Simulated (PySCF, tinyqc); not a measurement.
Ways to converge the cycle: SCF convergence aids in the sto-3g basis, for CH2, spin multiplicity 1. Computed by the program tinyqc with PySCF. 

Geometry (angstrom):

| atom | x | y | z |
|---|---|---|---|
| C | 0.0000 | 0.0000 | 0.0000 |
| H | 0.0000 | 1.2250 | 0.7570 |
| H | 0.0000 | -1.3030 | 0.8050 |

lowest restricted solution found by these runs and by PySCF = -38.240575 hartree

RHF with one setting changed at a time; a run stops when the energy changes by less than 1e-09 hartree and the error matrix is below 1e-5. The start is random orbitals. Damping d keeps d of the old density; a shift (hartree) raises the virtual levels; DIIS n extrapolates F over n matrices.

Largest element of the error matrix X^T (FDS - SDF) X:

| iteration | plain | damping 0.3 | damping 0.6 | shift 0.4 | DIIS 3 | DIIS 8 |
|---|---|---|---|---|---|---|
| 1 | 5.8e+00 | 5.8e+00 | 5.8e+00 | 5.8e+00 | 5.8e+00 | 5.8e+00 |
| 2 | 5.4e-01 | 1.5e+00 | 3.2e+00 | 5.0e-01 | 5.4e-01 | 5.4e-01 |
| 3 | 2.5e-01 | 4.7e-01 | 1.8e+00 | 2.0e-01 | 2.5e-01 | 2.5e-01 |
| 4 | 9.5e-02 | 1.7e-01 | 1.1e+00 | 9.9e-02 | 7.0e-02 | 7.0e-02 |
| 5 | 4.1e-02 | 6.3e-02 | 6.6e-01 | 6.4e-02 | 4.0e-02 | 4.0e-02 |
| 6 | 3.2e-02 | 5.2e-02 | 4.0e-01 | 5.5e-02 | 2.6e-02 | 2.4e-02 |
| 8 | 2.1e-02 | 3.9e-02 | 1.6e-01 | 4.2e-02 | 3.9e-03 | 4.1e-03 |
| 10 | 1.4e-02 | 2.9e-02 | 6.4e-02 | 3.3e-02 | 5.2e-04 | 3.1e-04 |
| 14 | 6.0e-03 | 1.7e-02 | 3.8e-02 | 2.1e-02 | 4.3e-05 | - |
| 20 | 1.8e-03 | 7.2e-03 | 2.4e-02 | 1.1e-02 | - | - |
| 30 | 2.3e-04 | 1.8e-03 | 1.1e-02 | 3.6e-03 | - | - |
| 45 | 1.0e-05 | 2.2e-04 | 3.5e-03 | 7.0e-04 | - | - |
| 60 | - | 2.8e-05 | 1.1e-03 | 1.3e-04 | - | - |

How each run ends:

| run | iterations | E (hartree) | state |
|---|---|---|---|
| plain | 46 | -38.24057 | lowest found |
| damping 0.3 | >60 | -38.24057 | falls steadily but slowly, by a factor of about 0.87 a step |
| damping 0.6 | >60 | -38.24056 | falls steadily but slowly, by a factor of about 0.93 a step |
| shift 0.4 | >60 | -38.24057 | falls steadily but slowly, by a factor of about 0.90 a step |
| DIIS 3 | 17 | -38.24057 | lowest found |
| DIIS 8 | 13 | -38.24057 | lowest found |

3 of 6 runs reach the lowest restricted solution found, in 13 to 46 iterations (fastest: DIIS 8). Not converged: damping 0.3, damping 0.6, shift 0.4. Plain steps already contract here, so damping only slows them. DIIS 3 and DIIS 8 gain by cancelling the error over several earlier matrices, much as a quasi-Newton step does. The restricted reference is unstable here: a spin-polarised solution lies 0.0221 hartree lower (PySCF), so results built on it describe a poor reference.
